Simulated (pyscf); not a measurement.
Structures and frequencies: ωB97X-D3(BJ)/def2-SVP in PySCF.

Q: For the elementary gas-phase step HO–Si•(Cl)–Cl + HCl → HO–Si(Cl)(Cl)–Cl + H• (doublet surface; Cl–H broken, Cl–Si formed), what barrier and reaction energy does ωB97M-D3(BJ)/def2-TZVP give, measured from the separated reactants?

A: ΔE‡ = 14.1 kcal/mol, ΔE = -8.5 kcal/mol. Zero-point energy shifts the barrier by -1.9 kcal/mol. It is an atom transfer, with an imaginary mode of 706i cm⁻¹. This is the saddle that the search found; another between the same sides may lie lower. The angle at the transferred Cl is 176°.
